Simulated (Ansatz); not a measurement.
**Cobalt, hcp under r²SCAN: testing the Gaussian smearing**

A convergence test of the Gaussian smearing width. The geometry was relaxed under r²SCAN beforehand and stays fixed; 7 values are run, from 0.01 to 1.0 eV. Wanted are the values from which on the energy stays within 10 and 1 meV/atom, and the pressure within 0.5 GPa, of the narrowest run. Within the series other settings stay, but some runs also write fields, which adds to their time. Spin polarisation is left out.

Computed with Ansatz 0.2.0 (DFT r²SCAN, plane waves with PAW, scalar-relativistic, unless a step says otherwise).

### 1 The system as given

The structure is hexagonal, space group P6_3/mmc (No. 194). Conventional cell: a = 2.427 Å, b = 2.427 Å, c = 3.913 Å, α = 90.00°, β = 90.00°, γ = 120.00°. Co (site symmetry -6m2) is surrounded by 12 Co at 2.41 to 2.43 Å.

Structure file:

```
CELL_PARAMETERS angstrom
2.42715 0.00000 0.00000
-1.21357 2.10197 0.00000
0.00000 0.00000 3.91265
ATOMIC_POSITIONS crystal
Co 0.33333 0.66667 0.25000
Co 0.66667 0.33333 0.75000
```

### 2 With a width of 0.01 eV

The run at 0.01 eV.

input.yaml

```yaml
crystal:
  lattice:
    - [2.4271453599, 0.0, 0.0]
    - [-1.2135726799, 2.1019695403, 0.0]
    - [0.0, 0.0, 3.912646842]
  atoms:
    - { symbol: Co, position: [0.3333333333, 0.6666666667, 0.25] }
    - { symbol: Co, position: [0.6666666667, 0.3333333333, 0.75] }
hamiltonian:
  xc: r2scan
  pseudopotentials:
    kind: paw
    azcp:
      Co: "pseudopotentials/Co.paw.azcp"
basis:
  ecutwfc: 500
  fft_grid_basis: typed
kpoints:
  mp_grid: { grid: [15, 15, 8], shift: [0, 0, 0] }
magnetization:
  spin_polarized: false
scf:
  occupations: { method: gaussian, width: 0.01 }
  lower_state_search: "off"
output:
  stress: true
```

Started as:

```console
ansatz run input.yaml --threads 2 --pin off --max-ram 5120MiB --backend cpu --events-out ev --progress --plain --runs-dir out
```

### 3 With a width of 0.03 eV

The run at 0.03 eV.

input.yaml, as its differences from that of step 2:

```diff
@@ -22,3 +22,3 @@
 scf:
-  occupations: { method: gaussian, width: 0.01 }
+  occupations: { method: gaussian, width: 0.03 }
   lower_state_search: "off"
```

### 4 With a width of 0.1 eV

The run at 0.1 eV.

input.yaml, as its differences from that of step 3:

```diff
@@ -22,3 +22,3 @@
 scf:
-  occupations: { method: gaussian, width: 0.03 }
+  occupations: { method: gaussian, width: 0.1 }
   lower_state_search: "off"
@@ -26 +26,5 @@
   stress: true
+  write_density: true
+  write_potential: true
+  elf: true
+  volumetric_format: npy
```

### 5 With a width of 0.2 eV

The run at 0.2 eV.

input.yaml, as its differences from that of step 4:

```diff
@@ -22,3 +22,3 @@
 scf:
-  occupations: { method: gaussian, width: 0.1 }
+  occupations: { method: gaussian, width: 0.2 }
   lower_state_search: "off"
@@ -26,5 +26 @@
   stress: true
-  write_density: true
-  write_potential: true
-  elf: true
-  volumetric_format: npy
```

### 6 With a width of 0.3 eV

The run at 0.3 eV.

input.yaml, as its differences from that of step 5:

```diff
@@ -22,3 +22,3 @@
 scf:
-  occupations: { method: gaussian, width: 0.2 }
+  occupations: { method: gaussian, width: 0.3 }
   lower_state_search: "off"
@@ -26 +26,5 @@
   stress: true
+  write_density: true
+  write_potential: true
+  elf: true
+  volumetric_format: npy
```

### 7 With a width of 0.6 eV

The run at 0.6 eV.

input.yaml, as its differences from that of step 6:

```diff
@@ -22,3 +22,3 @@
 scf:
-  occupations: { method: gaussian, width: 0.3 }
+  occupations: { method: gaussian, width: 0.6 }
   lower_state_search: "off"
@@ -26,5 +26 @@
   stress: true
-  write_density: true
-  write_potential: true
-  elf: true
-  volumetric_format: npy
```

### 8 With a width of 1.0 eV

The run at 1.0 eV.

input.yaml, as its differences from that of step 7:

```diff
@@ -22,3 +22,3 @@
 scf:
-  occupations: { method: gaussian, width: 0.6 }
+  occupations: { method: gaussian, width: 1.0 }
   lower_state_search: "off"
```

(Steps that only read results are left out.)

What does the calculation give?

**Answer**, as computed:

```
                                           quantity                       value
       E(σ → 0) stays within 10 meV/atom of 0.01 eV                up to 0.3 eV
                   E(σ → 0) stays within 1 meV/atom                up to 0.2 eV
                      pressure stays within 0.5 GPa                up to 0.1 eV
                                pressure at 0.01 eV                   -1.05 GPa
energy of a separate run on a finer mesh (24×24×13)  -0.1 meV/atom from 0.01 eV
```

The far end, 1.0 eV, lies -78.1 meV/atom and +8.6 GPa from the yardstick. Over the range F shifts by -510.0 meV/atom, while E(σ → 0) shifts by -78.1. With this scheme F falls about as the square of the width. The mesh (15×15×8) is fixed, so the narrowest widths carry a k-point error of their own. A run on a finer mesh agrees with the yardstick to 1 meV/atom. The cell taken over is 10 % smaller than the measured one (11.07 Å³/atom, COD), which weighs on all values here.

Real Co is ferromagnetic; without spin these runs don't describe its ground state.
